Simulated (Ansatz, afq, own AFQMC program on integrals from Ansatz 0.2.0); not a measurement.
Two steps: Ansatz 0.2.0 writes the Fock matrix and Cholesky factors of the valence space, and afq projects on them the lowest state that overlaps trial and start.

```yaml
crystal:
  periodic: [false, false, false]
  atoms:
    - {symbol: Si, position_ang: [0.000000, -0.003907, 1.566064]}
    - {symbol: Ge, position_ang: [0.000000, -0.023839, -0.584529]}
    - {symbol: H, position_ang: [0.000000, 1.326646, 0.522598]}
    - {symbol: H, position_ang: [0.000000, 0.500279, -2.034109]}
basis:
  gaussian: {orbitals: cc-pVTZ}
magnetization: {spin_polarized: false}
correlation: {method: ccsd_t, electrons: outside_noble_gas, hamiltonian_folder: ham}
```

```sh
$ ansatz run in.yaml --threads 1 --pin off --events-out ev --progress --plain --max-ram 16896MiB --backend cuda --devices 0, --max-vram 18GiB
```

afq runs on the folder ham with

```
--method phaseless --trial hf --walkers 1800 --populations 20 --least-time 40 --time-step 0.005 --steps-per-block 20 --equilibration-blocks 112 --max-blocks 4000 --target-error 0.0009500 --factor-cut 1e-05 --seed 5914 --taylor-order 6
```

Times are imaginary, in 1/Eh. The walk had a cap of 97 s. With eight or more populations the least sampling time is a fifth of least-time, and the error comes from their spread. Filled inner d shells are frozen with the cores.

Output of the walk:

```
orbitals 86  electrons 5 5  factors 594 of 646
reference energy -2365.40834483 Eh
CCSD correlation -0.25247602 Eh in 12 cycles, weight of the determinant in the CISD state 0.8332
energy of the start -2365.408345 Eh
 block  time / (1/Eh)  mean weight  energy / Eh
     1     0.100  1.0004  -2365.451143
     2     0.200  1.0009  -2365.484106
     3     0.300  1.0013  -2365.509833
     4     0.400  1.0013  -2365.531802
     5     0.500  1.0009  -2365.549858
    10     1.000  1.0007  -2365.609131
    56     5.600  1.0000  -2365.671681
   111    11.100  1.0005  -2365.686647
   166    16.600  1.0001  -2365.676821
   221    22.100  0.9996  -2365.678929
   276    27.600  1.0004  -2365.678474
   331    33.100  1.0000  -2365.667665
   386    38.600  1.0001  -2365.678667
   441    44.100  1.0000  -2365.677726
   452    45.200  1.0003  -2365.675207
error from the spread of 20 populations
energy -2365.678562 +/- 0.000930 Eh
(rows thinned)
```

The run passed its tests (sampling time, drift between the halves within three errors, error under three times the target), which doesn't prove that it has relaxed.

Against this walk (error 25.3 meV) on the same determinant: CCSD(T) 61.8 meV higher, CCSDT(Q) 6.9 meV lower (within the noise), a separate phaseless walk with a CISD trial and standard settings 21.8 ± 25.8 meV higher (within the noise). The error is statistical and leaves out the bias of the constraint.

Cautions: constraint bias not in the error; no relativity below Rb; no spin-orbit coupling; inner d shell frozen; higher spins were not checked; restricted determinant unstable towards unrestricted (UHF 61 meV lower, ⟨S²⟩ 0.35); (T) is large, 6 % of the CCSD correlation.

The walk took 66 s on 1 × NVIDIA H100 80GB HBM3 with 2 threads of AMD EPYC 7R13 Processor (Zen 3), on a shared host (the card was shared). The log's last line is the phaseless energy.

CCSDT and higher add their correlation energy to the determinant of the CCSD(T) run, since their own runs factorise the integrals more tightly (a shift of under 2 meV). A walk keeps the symmetry of its determinant, which the program's search chose and which needn't be the lowest solution, so a lower state of the same spin and another symmetry isn't excluded.
